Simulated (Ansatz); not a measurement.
Relaxed structures of CH₃AlCl, doublet (PBE0-D4/def2-TZVP; forces vanish, vibrations not checked; lower isomers may exist, and structures with a doubtful reference or unclear bonds are left out; Å). Program: Ansatz 0.2.0. Basis: def2-TZVPP. Cores are frozen in the correlated methods; orbitals are unrestricted.

(1) Rank them by CCSD(T) energy, lowest first, and give each one's height above the lowest. Links in brackets join atoms within 1.22 times the sum of their covalent radii (1.1 for two metals). (To be estimated.)
A.
CH₃AlCl ([CH3][Al][Cl])
```
6
angstrom
Al -0.4147 -1.1925 -0.2739
C 0.1824 0.4067 0.6952
Cl 1.0286 -2.7299 -0.5149
H 0.5175 0.1106 1.6944
H 1.0389 0.8403 0.1691
H -0.5967 1.1639 0.7911
```
B.
CH₃AlCl ([AlH2][CH][Cl])
```
6
angstrom
Al -0.8543 -0.3076 -1.0118
C 0.6618 -0.1091 0.1629
Cl 1.5977 -1.4446 0.6685
H -1.6443 1.0068 -1.4094
H 1.0496 0.8124 0.5918
H -1.2377 -1.7549 -1.5195
```
C.
CH₃AlCl ([AlH][CH2][Cl])
```
6
angstrom
Al -1.0124 -0.2181 -1.0365
C 0.4085 -0.1074 0.3437
Cl 1.2761 -1.6551 0.5800
H -1.8207 1.1508 -1.2795
H 1.1554 0.6466 0.0795
H -0.0069 0.1833 1.3128
```
D.
CH₃AlCl ([AlH][CH][ClH])
```
6
angstrom
Al -1.0687 -0.3160 -0.8483
C 0.6273 -0.2485 -0.0387
Cl 1.5456 -1.6877 0.1325
H -1.8076 1.0821 -1.1160
H 1.2135 0.5674 0.3725
H 1.3872 -2.2708 1.3313
```

The T1 diagnostic stays at or below 0.018. ⟨S²⟩ of the unrestricted Hartree–Fock references: 0.75 to 0.76 (a pure state has 0.75).

Answers

(1) The calculation gives: A (0.00 kcal/mol), C (61.09 kcal/mol), B (67.64 kcal/mol), D (140.12 kcal/mol). Heights count from the lowest.

For scale, one of the runs: CCSD(T)/def2-TZVPP, 157 basis functions, launched by `ansatz run in.yaml --threads 2 --pin off --events-out ev --progress --plain --max-ram 4352MiB`. Time: 42 s of wall clock on 2 CPU threads of an Arm Neoverse V2; the host was shared. Peak host memory: 2.4 GiB.
